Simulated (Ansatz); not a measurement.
# AlO2: the cost of one run

Computed with Ansatz 0.2.0, Gaussian basis. Level: def2-QZVPP, all electrons in the functionals, frozen cores in the correlation of double hybrids and RPA.

Plan: wB97M-V, B2PLYP, at charge 0, quartet; charge 0, doublet; charge 0, sextet; charge 1, triplet; charge 1, quintet.

3 further runs of the same task are left out: 1 that didn't finish, 2 set aside as unsound or not needed. Runs told in other sessions of the task aren't counted.

**1. The system**

The geometry is a PBE0/def2-TZVP stationary point (not a proven minimum).

3 atoms, charge 0, spin multiplicity 4.

Atoms are counted from 1 here; the program's logs count them from 0.

Bond lengths: O1–Al2 1.782 Å, Al2–O3 1.782 Å. Angles: O1–Al2–O3 180.0°.

No dispersion term is added; wB97M-V holds VV10 nonlocal correlation.

The geometry shown and the zero of energy belong to the point charge 0, quartet. The yardstick, UCCSD(T), and other wave-function levels (R restricted, U unrestricted, valence and pair active spaces) come from earlier runs.

**2. wB97M-V, charge 0, quartet**

File in.yaml:

```yaml
crystal:
  periodic: [false, false, false]
  atoms:
    - {symbol: O, position_ang: [0.000000, 0.000000, 1.781800]}
    - {symbol: Al, position_ang: [0.000000, 0.000000, 0.000000]}
    - {symbol: O, position_ang: [0.000000, 0.000000, -1.781800]}
basis:
  gaussian: {orbitals: "def2-QZVPP.json"}
magnetization: {spin_polarized: true, initial_magnetization: 3}
hamiltonian: {xc: {name: wB97M-V}}
output: {orbitals: {seedname: orbitals}}
```

The run is started by

```
> ansatz run in.yaml --threads 1 --pin off --events-out ev --progress --plain --max-ram 2393MiB
```

What time and memory should one allow on 1 thread of Arm Neoverse V1, shared host?

About 69 s, with a peak of 0.6 GiB.
